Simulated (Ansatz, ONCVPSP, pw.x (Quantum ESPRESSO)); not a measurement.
aluminium: one change to the ONCV potential, in the atom and in the fcc crystal

Al (Z = 13), optimised norm-conserving Vanderbilt (ONCV), made with ONCVPSP 4.0.1 (PBE, scalar-relativistic). Core [Ne], reference 3s2 3p1. Waves: 3s: rc 2.05 bohr, ncon 3, nbas 6, qcut 2.6 1/bohr, local; 3p: rc 2.65 bohr, ncon 5, nbas 10, qcut 2.9 1/bohr, 2 projectors, debl 1.8 Ha; d scattering state at 0.26 Ha: rc 2.50 bohr, ncon 4, nbas 8, qcut 3.9 1/bohr, 2 projectors, debl 1.5 Ha. Local part: the s channel. Core correction: none.

Change: p: rc 3.24.

Cutoffs, loose and tight: the cutoffs (Ha) at which the residual kinetic energy of the hardest occupied pseudo-wave falls to 1 and 0.1 mHa per electron. They do not see the model core or the augmentation charge, which bear on the density cutoff. Test errors are all-electron minus pseudo excitation energies from the reference, over the configurations 3s2 3p0; 3s1 3p0; 3s2 3p0.5; 3s1 3p2; variants that change the core or the reference have their own tests.

Crystal test: fcc Al in pw.x 7.5, no spin, 14³ k-points, Fermi–Dirac smearing 0.01 Ry, cutoffs set for each file from its atomic test. The reference is all-electron LAPW (Ansatz 0.2.0) with the same functional, mesh and smearing; V0 and B0 come from Birch–Murnaghan fits to the pressures at five volumes. Errors are pseudo minus all-electron; Δ is the rms difference of the E(V) curves that follow from these fits, minima aligned, over ±6 % about the mean V0. Mesh and smearing are coarse, so the numbers serve the comparison and aren't converged zero-temperature values; the lattice is a test structure that the element need not adopt.

All-electron: a0 = 4.040 Å (V0 = 16.49 Å³/atom), B0 = 76.6 GPa.

Problem. Does the change bring the crystal closer to the all-electron result?

Solution. The mean pressure error goes from +0.40 to +0.58 GPa, so the change moves the solid further from the all-electron pressures.

| quantity | base | changed |
| --- | --- | --- |
| outcome (atom) | generated | generated |
| cutoff, loose (atom) | 9.2 Ha | 9.2 Ha |
| cutoff, tight (atom) | 22 Ha | 22 Ha |
| bound ghosts (atom) | none | none |
| largest test error (meV) (atom) | +21 | +18 |
| cutoffs in pw.x (Ry) | 55/220 | 55/220 |
| a0 (Å) | 4.048 | 4.051 |
| a0 error (%) | +0.18 | +0.25 |
| B0 error (%) | -2.3 | -2.2 |
| Δ (meV/atom) | 1.5 | 2.1 |
| mean pressure error (GPa) | +0.40 | +0.58 |

Changed file: The largest radius (3.24 bohr) exceeds half the bond length (2.70 bohr), so the spheres overlap, which is one possible source of error among others.
